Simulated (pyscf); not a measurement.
This saddle point was located with ωB97X-D3(BJ)/def2-SVP in PySCF.

```
O
H 1 0.9682
H 1 1.2057 2 113.52
O 3 1.2103 1 159.46 2 -127.47
H 4 0.9667 3 109.29 1 -105.78
H 4 1.0912 5 106.49 3 -93.80
O 6 1.3674 4 156.47 5 106.07
P 7 1.5448 6 113.88 4 14.26
O 8 1.6604 7 105.05 6 80.81
H 9 0.9705 8 110.25 7 -10.34
```

Surface: singlet, charge 0. Lowest wavenumbers (cm⁻¹): 995i, 70, 251, 300, 420.

**Question.** Name the species on either side of this saddle.

**Answer.** HO–P(OH)–OH + H₂O <-> O=P–OH + H₂O + H₂O, a multi-bond step read from left to right: H–O, O–P, H–O broken and H–O, H–O formed. At ωB97M-D3(BJ)/def2-TZVP it lies +42.0 kJ/mol from the left side and -51.9 kJ/mol from the right (each side as separated species at their lowest minima found). On the reactant side the descent ends in a bound adduct, 47.3 kJ/mol under the separated species and 92.7 kJ/mol under the saddle at ωB97X-D3(BJ)/def2-TZVP. On the product side the descent ends in a bound adduct, 82.7 kJ/mol under the separated species and 26.0 kJ/mol under the saddle at ωB97X-D3(BJ)/def2-TZVP. At ωB97M-D3(BJ) the saddle lies under the separated products, which points to a path from their complex (located at ωB97X-D3(BJ) alone), and parting the products costs more than the saddle. This is the saddle that the search found; another between the same sides may lie lower.
